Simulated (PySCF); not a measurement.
Neon: a sound run and one with changed settings

Sound run: Ne [Ne], Ne⁺ [He] 2s2 2p5. All numbers are calculated (PySCF 2.14, the non-relativistic Hamiltonian (point nucleus), in cc-pVDZ (3s2p1d, 14 functions)). The sound run starts from symmetry-adapted Hartree-Fock orbitals and uses a fine grid where one is needed.

Changed run: 14 angular points. This setting is unsound on purpose.

```tsv
species	method	sound run (hartree)	changed run (hartree)	converged
Ne	UHF	-128.48878	-128.48878	yes
Ne	B3LYP	-128.90946	-128.90946	yes
Ne	BP86	-128.90296	-128.90296	yes
Ne⁺	UHF	-127.76598	-127.76598	yes
Ne⁺	B3LYP	-128.12601	-128.12541	yes
Ne⁺	BP86	-128.11801	-128.11723	yes
```

Ionisation energy of Ne:

```
method  sound run (eV)  changed run (eV)
   UHF          19.668            19.668
 B3LYP          21.319            21.335
  BP86          21.360            21.381
```

A coarse angular grid integrates products of high-l functions wrongly, so density functionals can shift, and the SCF can exploit the error; Hartree-Fock and MP2 need no grid.

For comparison, NIST gives 21.565 eV between the lowest levels.
